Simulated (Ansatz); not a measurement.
**H₂ClO (doublet): the correlation ladder at distance Cl1–H2 along a hydrogen transfer = 1.279 Å, cc-pVDZ**

Aim: climb from Hartree-Fock through coupled cluster and multireference methods for H₂ClO (doublet) at one geometry and basis, and see what each rung misses.

Method: cc-pVDZ, core rule «outside noble gas», up to 6 orbitals frozen; program: Ansatz 0.2.0, Gaussian basis.

Plan: UHF; CCSD(T) on ROHF; CCSD(T) on UHF; BCCD(T) on ROHF; CISD; CCSDT(Q) on ROHF; CCSDT(Q) on UHF; CASSCF and MRCISD+Q, 3 electrons in 3 orbitals; CASSCF and NEVPT2, 3 electrons in 3 orbitals.

19 further runs of the same task are left out: 9 for a known fault of the program, 1 for a mislabelled method, 7 that didn't finish, 2 set aside as unsound or not needed.

## Step 1: What is computed

The geometry derives from fragments relaxed apart (PBE0/def2-TZVP) and kept rigid, so it is no stationary point. A hydrogen atom is moved between rigid fragments.

4 atoms, charge 0, spin multiplicity 2.

Atoms are counted from 1 here; the program's logs count them from 0.

Bond lengths: Cl1–H2 1.279 Å, O3–H4 0.973 Å.

## Step 2: UHF

in.yaml

```yaml
crystal:
  periodic: [false, false, false]
  atoms:
    - {symbol: Cl, position_ang: [-1.819665, 0.234988, 0.000000]}
    - {symbol: H, position_ang: [-0.540865, 0.234988, 0.000000]}
    - {symbol: O, position_ang: [1.054335, 0.234988, 0.000000]}
    - {symbol: H, position_ang: [1.306194, -0.704963, 0.000000]}
basis:
  gaussian: {orbitals: cc-pVDZ}
magnetization: {spin_polarized: true, initial_magnetization: 1}
hamiltonian: {xc: hf}
output: {orbitals: {seedname: orbitals}}
```

On the command line:

```bash
> ansatz run in.yaml --threads 1 --pin off --events-out ev --progress --plain --max-ram 2393MiB
```

Further steps of the session: CCSD(T) on ROHF; CCSD(T) on UHF; BCCD(T) on ROHF; CISD; CCSDT(Q) on ROHF; CCSDT(Q) on UHF; CASSCF and MRCISD+Q, 3 electrons in 3 orbitals; CASSCF and NEVPT2, 3 electrons in 3 orbitals.

**Question.** What will the summary of the whole plan be? Wanted: UCCSDT(Q) below the RHF energy; RMP2 from UCCSDT(Q); UMP2 from UCCSDT(Q); RCCSD from UCCSDT(Q); RCCSD(T) from UCCSDT(Q); UCCSD(T) from UCCSDT(Q); RCCSDT(Q) from UCCSDT(Q); NEVPT2 pair from UCCSDT(Q); MRCISD+Q pair from UCCSDT(Q).

As calculated:

| quantity | value |
| --- | --- |
| UCCSDT(Q) below the RHF energy | -9.2612 eV |
| RMP2 from UCCSDT(Q) | +22.03 kcal/mol |
| UMP2 from UCCSDT(Q) | +22.04 kcal/mol |
| RCCSD from UCCSDT(Q) | +3.68 kcal/mol |
| RCCSD(T) from UCCSDT(Q) | +0.64 kcal/mol |
| UCCSD(T) from UCCSDT(Q) | +0.63 kcal/mol |
| RCCSDT(Q) from UCCSDT(Q) | +0.02 kcal/mol |
| NEVPT2 pair from UCCSDT(Q) | +20.37 kcal/mol |
| MRCISD+Q pair from UCCSDT(Q) | +1.19 kcal/mol |
| levels within 1 kcal/mol (43 meV) | RCCSD(T), UCCSD(T), BCCD(T), RCCSDT, UCCSDT, RCCSDT(Q) |
| T1 diagnostic | 0.010 |

What this shows: RCCSD(T) lands +0.64 kcal/mol from the yardstick (0.3 % of the correlation energy). Of the multireference levels listed MRCISD+Q pair comes nearest in total energy (+1.19 kcal/mol), which doesn't show that its space is the better one. These misses are within one basis, not against nature; the frozen cores of restricted and unrestricted runs differ, which can shift their rows.
